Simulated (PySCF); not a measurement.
Gas-phase reaction: 4 SiF(OH)3 ⇌ 3 Si(OH)4 + SiF4

Energies from PySCF, thermal terms from the rigid-rotor harmonic-oscillator model, ideal gas at 1 bar. † marks an energy on the PBE0/def2-TZVP geometry and frequencies; other levels use their own. 6-31G* has spherical d functions here. All species are closed-shell singlets. No R ln 2 is added for the mirror-image form of SiF(OH)3. SiF(OH)3: computed as isolated molecules; such fragments, hydroxides, amides, oligomers or adducts are transient or little studied in the gas. The harmonic model lacks anharmonicity and excited electronic states, which grow with temperature; levels with a mode under 35 cm⁻¹ are left out. Internal rotation in SiF(OH)3, Si(OH)4 is treated as a harmonic vibration of one conformer, which makes the entropy rough. Warning, point group unlike the PBE0 one: SiF(OH)3 (PBE/def2-SVP).

```json
[
 {"level": "BLYP/def2-TZVP†", "ΔE electronic, kJ": "14", "ΔH°(298 K), kJ": "17", "ΔS°(298 K), J/K": "-38", "ΔG°(600 K), kJ": "40"},
 {"level": "HF/6-31G*", "ΔE electronic, kJ": "11", "ΔH°(298 K), kJ": "17", "ΔS°(298 K), J/K": "-76", "ΔG°(600 K), kJ": "63"},
 {"level": "M06-2X/def2-TZVP†", "ΔE electronic, kJ": "13", "ΔH°(298 K), kJ": "16", "ΔS°(298 K), J/K": "-38", "ΔG°(600 K), kJ": "39"},
 {"level": "PBE/def2-SVP", "ΔE electronic, kJ": "17", "ΔH°(298 K), kJ": "20", "ΔS°(298 K), J/K": "-92", "ΔG°(600 K), kJ": "76"},
 {"level": "PBE/def2-TZVP†", "ΔE electronic, kJ": "11", "ΔH°(298 K), kJ": "15", "ΔS°(298 K), J/K": "-38", "ΔG°(600 K), kJ": "38"},
 {"level": "PBE0/def2-QZVP†", "ΔE electronic, kJ": "14", "ΔH°(298 K), kJ": "17", "ΔS°(298 K), J/K": "-38", "ΔG°(600 K), kJ": "40"},
 {"level": "r2SCAN/def2-TZVP†", "ΔE electronic, kJ": "11", "ΔH°(298 K), kJ": "14", "ΔS°(298 K), J/K": "-38", "ΔG°(600 K), kJ": "38"},
 {"level": "ωB97M-V/def2-TZVP†", "ΔE electronic, kJ": "12", "ΔH°(298 K), kJ": "15", "ΔS°(298 K), J/K": "-38", "ΔG°(600 K), kJ": "38"},
 {"level": "ωB97X-V/def2-TZVP†", "ΔE electronic, kJ": "12", "ΔH°(298 K), kJ": "15", "ΔS°(298 K), J/K": "-38", "ΔG°(600 K), kJ": "39"}
]
```
ΔH° is lowest at r2SCAN/def2-TZVP† and highest at PBE/def2-SVP. No reference value is set beside these.
